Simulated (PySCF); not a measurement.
Bond length, frequency and bond energy of NH by level of theory

State: ³Σ⁻ (triplet), unpaired electrons π ↑↑. Set-up: basis H def2-TZVPP, N def2-TZVPP; no relativity; PySCF 2.14. De refers to H + N in their high-spin ground configurations, without counterpoise correction. The functionals are run spin-unrestricted. A positive dipole means H(−)N(+).

| Level | Re (Å) | ωe (cm⁻¹) | De (eV) | μ (D) | CPU s a point (SCF and correlation, without the integrals) |
| --- | --- | --- | --- | --- | --- |
| UHF | 1.020 | 3512 | 2.21 | -1.68 | 0.09 |
| UHF-MP2 | 1.031 | 3398 | 3.32 | n/a | 0.13 |
| UHF-SCS-MP2 | 1.031 | 3393 | 3.47 | n/a | n/a |
| UHF-CCSD | 1.037 | 3300 | 3.41 | n/a | n/a |
| UHF-CCSD(T) | 1.039 | 3271 | 3.45 | n/a | 1.3 |
| LDA | 1.055 | 3148 | 4.12 | -1.57 | 0.24 |
| PBE | 1.051 | 3172 | 3.82 | -1.52 | 0.4 |
| PBEsol | 1.054 | 3156 | 3.89 | -1.54 | 0.26 |
| revPBE | 1.051 | 3164 | 3.74 | -1.50 | 0.26 |
| r²SCAN | 1.041 | 3254 | 3.64 | -1.56 | 0.55 |
| PBE0 | 1.038 | 3312 | 3.68 | -1.58 | 0.68 |
| LC-ωPBE | 1.036 | 3367 | 3.66 | -1.64 | 0.47 |
| B2PLYP | 1.036 | 3316 | 3.65 | -1.62 | 0.34 |

Measured (Huber and Herzberg, Constants of Diatomic Molecules (1979)): Re = 1.03621 Å, ωe = 3282.27 cm⁻¹.

The bond length runs from 1.020 Å (UHF) to 1.055 Å (LDA). De spans 2.21 eV (UHF, mean field) to 4.12 eV (LDA, local density). Correlation at CCSD(T) changes the Hartree–Fock bond energy by +1.24 eV; the triples alone change it by +0.04 eV.

Correlated steps freeze 1 core orbital. B2PLYP dipoles, levels and charges come from its SCF part alone. The state was picked by a PBE0 search and need not be the measured ground state.

The whole job (state search and all levels along the bond) took about 1 min on 1 thread of Intel Xeon Platinum 8488C (shared host), peak memory 0.57 GiB.
